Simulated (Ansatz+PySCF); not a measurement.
Values are calculated unless marked as measured or tabulated.
Input for PySCF 2.14.0:

```python
from pyscf import gto, scf, cc

mol = gto.M(atom="""
C 0.000000 0.000000 0.000000
C 0.000000 0.000000 1.350000
""", basis='sto-3g', charge=0, spin=0)
mf = scf.UHF(mol)
mf.kernel()
mycc = cc.CCSD(mf, frozen=2).run()
et = mycc.ccsd_t()
print(mf.e_tot, mycc.e_corr, et, mycc.e_tot + et)
```

The script is written out from the run's settings.

Output:

```json
{
  "Converged": "yes",
  "Reference energy": "-74.40053 hartree",
  "CCSD correlation energy": "-0.26063 hartree",
  "Triples correction": "-0.01377 hartree",
  "Total energy": "-74.67493 hartree",
  "Spin squared of the determinant": "0.000"
}
```

The reference isn't the lowest determinant (another lies 4.11 eV lower), but the same method gives a higher total on the lower determinant. Caution: large amplitudes, a single reference is doubtful.
